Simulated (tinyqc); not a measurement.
Ways to converge the cycle: SCF convergence aids in the sto-6g basis, for BH3, spin multiplicity 1. Computed by the program tinyqc with PySCF. 

Geometry (angstrom):

| atom | x | y | z |
|---|---|---|---|
| B | 0.0000 | 0.0000 | 0.0120 |
| H | 1.5370 | 0.0000 | 0.0000 |
| H | -0.7680 | 1.3310 | 0.0000 |
| H | -0.7680 | -1.3310 | 0.0000 |

lowest restricted solution found by these runs and by PySCF = -26.152335 hartree

RHF with one setting changed at a time; a run stops when the energy changes by less than 1e-09 hartree and the error matrix is below 1e-5. The start is the Wolfsberg-Helmholz matrix. Damping d keeps d of the old density; a shift (hartree) raises the virtual levels; DIIS n extrapolates F over n matrices.

Largest element of the error matrix X^T (FDS - SDF) X:

| iteration | plain | damping 0.3 | damping 0.6 | shift 0.4 | DIIS 3 | DIIS 8 |
|---|---|---|---|---|---|---|
| 1 | 4.5e-01 | 4.5e-01 | 4.5e-01 | 4.5e-01 | 4.5e-01 | 4.5e-01 |
| 2 | 9.9e-02 | 1.2e-01 | 2.5e-01 | 1.0e-01 | 9.9e-02 | 9.9e-02 |
| 3 | 2.9e-02 | 4.7e-02 | 1.4e-01 | 3.5e-02 | 1.6e-02 | 1.6e-02 |
| 4 | 7.4e-03 | 1.7e-02 | 8.0e-02 | 1.9e-02 | 3.7e-03 | 3.7e-03 |
| 5 | 1.9e-03 | 9.6e-03 | 5.2e-02 | 1.1e-02 | 1.9e-04 | 8.7e-05 |
| 6 | 6.4e-04 | 5.2e-03 | 3.4e-02 | 5.8e-03 | 1.9e-05 | 6.5e-06 |
| 8 | 6.4e-05 | 1.5e-03 | 1.4e-02 | 1.7e-03 | - | - |
| 10 | 6.9e-06 | 4.3e-04 | 6.6e-03 | 4.8e-04 | - | - |
| 14 | - | 3.6e-05 | 2.1e-03 | 4.0e-05 | - | - |
| 20 | - | - | 3.4e-04 | - | - | - |
| 30 | - | - | 1.6e-05 | - | - | - |

How each run ends:

| run | iterations | E (hartree) | state |
|---|---|---|---|
| plain | 11 | -26.15233 | lowest found |
| damping 0.3 | 19 | -26.15233 | lowest found |
| damping 0.6 | 40 | -26.15233 | lowest found |
| shift 0.4 | 17 | -26.15233 | lowest found |
| DIIS 3 | 7 | -26.15233 | lowest found |
| DIIS 8 | 7 | -26.15233 | lowest found |

6 of 6 runs reach the lowest restricted solution found, in 7 to 40 iterations (fastest: DIIS 3, DIIS 8). Plain steps already contract here, so damping only slows them. DIIS 3 and DIIS 8 gain by cancelling the error over several earlier matrices, much as a quasi-Newton step does.
